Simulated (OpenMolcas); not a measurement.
Potential curves of AlB⁻: spin-free states

Computed with OpenMolcas 26.06: state-averaged CASSCF(7,8) over Al 3s 3p, B 2s 2p, XMS-CASPT2 (IPEA 0.25, imaginary shift 0.2 hartree), scalar X2C, ANO-RCC-VTZP, then RASSI spin–orbit state interaction with atomic mean-field integrals. C2 symmetry about the axis (a holds Σ, Δ, Γ; b holds Π, Φ, H; Σ⁺ and Σ⁻ are not told apart); roots by multiplicity and irrep: 4a 5, 2b 6, 2a 7, 4b 4, 6b 2.

XMS-CASPT2 energies in eV from the lowest point. Curves are followed by energy order within each symmetry, so they are adiabatic and may change character at avoided crossings; Σ⁺ and Σ⁻ are counted together.

| R (Å) | (1)4Σ | (1)4Δ | (3)2Π | (3)4Σ | (1)6Π |
| --- | --- | --- | --- | --- | --- |
| 1.904 | 0.188 | 3.302 | 2.483 | 3.415 | 3.088 |
| 1.998 | 0.030 | 2.851 | 2.373 | 2.955 | 2.934 |
| 2.092 | 0.000 | 2.545 | 2.343 | 2.644 | 2.905 |
| 2.197 | 0.068 | 2.330 | 2.363 | 2.421 | 2.974 |
| 2.301 | 0.203 | 2.209 | 2.416 | 2.425 | 3.110 |
| 2.448 | 0.457 | 2.140 | 2.517 | 2.642 | 3.362 |
| 2.636 | 0.824 | 2.158 | 2.669 | 2.947 | 3.712 |
| 2.929 | 1.381 | 2.294 | 2.890 | 3.323 | 4.269 |
| 3.347 | 2.034 | 2.554 | 3.184 | 3.497 | 4.902 |

Left out for impure symmetry, kinks or missing points, though low: (1)2Π, (1)2Δ, (1)2Σ, (1)4Π, (2)2Π, (2)2Σ, (2)4Σ, (2)4Π, (2)2Δ, (3)2Σ, (4)2Σ, (5)2Σ. Only roots inside an energy window near the equilibrium distance were included, so the list of states is not complete; labels number the states computed. Each spin and symmetry block has orbitals of its own, averaged over its own roots, so gaps between blocks are less sure than gaps within one and near the minimum can be off by tenths of an eV, in bad cases by more. No Rydberg orbitals are active, so Rydberg states, and σ→σ* states whose orbital the CASSCF left unused, can be missing between those listed. CASPT2 splits the two components of degenerate states numerically, here by up to 163 cm⁻¹. For an anion, states above the electron-detachment threshold (often below 1 to 3 eV) are held by the basis set and are not bound levels. No roots were computed in block 6a (none fell in the window or the block failed), so states of that kind are missing and can lie low or lowest. Points that failed a check (symmetry, reference weights, a jump) are left out.
